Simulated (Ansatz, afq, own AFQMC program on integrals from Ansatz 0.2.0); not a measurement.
Integrals from Ansatz 0.2.0, then the random walk in our own AFQMC program (afq).

```yaml
crystal:
  periodic: [false, false, false]
  atoms:
    - {symbol: Ti, position_ang: [0.000000, 0.000000, 0.000000]}
    - {symbol: O, position_ang: [0.000000, 0.000000, 1.581349]}
basis:
  gaussian: {orbitals: def2-TZVPP}
magnetization: {spin_polarized: false}
correlation: {method: ccsd_t, electrons: outside_noble_gas, hamiltonian_folder: ham}
```

```sh
$ ansatz run in.yaml --threads 1 --pin off --events-out ev --progress --plain --max-ram 24576MiB --backend cuda --devices 0, --max-vram 18GiB
```

Options of the walk:

```
--method phaseless --trial hf --walkers 1800 --populations 20 --least-time 40 --time-step 0.005 --steps-per-block 20 --equilibration-blocks 160 --max-blocks 4000 --target-error 0.0009500 --factor-cut 1e-05 --seed 7798 --taylor-order 6
```

Times are imaginary, in 1/Eh. The walk had a cap of 94 s. With eight or more populations the least sampling time is a fifth of least-time, and the error comes from their spread.

Log:

```
orbitals 85  electrons 5 5  factors 622 of 647
reference energy -923.22244146 Eh
CCSD correlation -0.37648367 Eh in 16 cycles, weight of the determinant in the CISD state 0.8068
energy of the start -923.222442 Eh
 block  time / (1/Eh)  mean weight  energy / Eh
     1     0.100  1.0021  -923.343368
     2     0.200  1.0034  -923.412297
     3     0.300  1.0036  -923.459502
     4     0.400  1.0023  -923.494144
     5     0.500  1.0021  -923.513204
    10     1.000  0.9999  -923.564949
   191    19.100  1.0008  -923.638600
   381    38.100  0.9998  -923.643515
   571    57.100  0.9997  -923.610319
   761    76.100  1.0015  -923.643564
   951    95.100  1.0002  -923.637505
  1141   114.100  0.9994  -923.620837
  1331   133.100  0.9998  -923.641591
  1445   144.500  1.0014  -923.666370
  1521   152.100  1.0004  -923.659520
error from the spread of 20 populations
energy -923.638142 +/- 0.001224 Eh
(rows thinned)
```

The run passed its tests (sampling time, drift between the halves within three errors, error under three times the target), which doesn't prove that it has relaxed, ending at its cap on processor time.

Against this walk (error 33.3 meV) on the same determinant: CCSD(T) 80.1 meV higher, CCSDT(Q) 31.4 meV higher (within the noise), a separate phaseless walk with a CISD trial and standard settings 132.9 ± 34.6 meV higher. The error is statistical and leaves out the bias of the constraint. None of these is a sure reference here.

Cautions: constraint bias not in the error; error above the target (33.3 against 25.9 meV); no relativity below Rb; outer-core shells of the metal frozen; higher spins were not checked; restricted determinant unstable towards unrestricted (UHF 2.02 eV lower, ⟨S²⟩ 1.01); strong correlation (T1 0.046, weight of the determinant 0.81, largest double 0.14); (T) is large, 10 % of the CCSD correlation; CCSDT(Q) on the UHF determinant differs (673 meV lower), perhaps since the unrestricted series falls towards higher spin; the bias of populations of 90 walkers isn't removed.

The walk took 94 s on 1 × NVIDIA H100 80GB HBM3 with 2 threads of AMD EPYC 7R13 Processor (Zen 3), with other jobs on the host (the card was shared). The log's last line is the phaseless energy.

CCSDT and higher add their correlation energy to the determinant of the CCSD(T) run, since their own runs factorise the integrals more tightly (a shift of under 2 meV). A walk keeps the symmetry of its determinant, which the program's search chose and which needn't be the lowest solution, so a lower state of the same spin and another symmetry isn't excluded.
